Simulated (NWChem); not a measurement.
**Spin states of CH2 (+1)**

```xyz
3

C      0.0000     0.0000     0.0924
H      1.0572     0.0000    -0.2771
H     -1.0572     0.0000    -0.2771
```
Charge +1, spin multiplicity 2.

Everything below was run with NWChem. Structure: optimised with UPBE/def2-SVP, a minimum by its harmonic frequencies.

Basis set: def2-TZVP. The gap is E(quartet) − E(doublet) at the geometry of the doublet, so a negative value puts the higher spin lower. Open shells are unrestricted. The quartet is the single determinant that the SCF runs reached, with unpaired electrons in orbitals of symmetry a1 and b1 and b2 (C2v labels); it need not be the lowest quartet, which in molecules with degenerate π orbitals can need several determinants.

The correlated methods keep 1 core orbital frozen. B3LYP has NWChem's definition, with VWN1-RPA local correlation. This spin state was chosen for the runs; another may lie lower. The structure started from a generated list of species. The unpaired electrons of the parent sit in orbitals of symmetry a1 (C2v labels of the run); other states weren't searched. No SCF solution was tested for a lower state. Open-shell Hartree-Fock references start from PBE0 orbitals.

Q: For the vertical doublet-quartet gap, B3LYP gives 121.0 kcal/mol and PBE gives 113.9 kcal/mol. What do BLYP, B2PLYP, HF give?

A: BLYP: 119.5 kcal/mol; B2PLYP: 121.4 kcal/mol; HF: 114.3 kcal/mol.
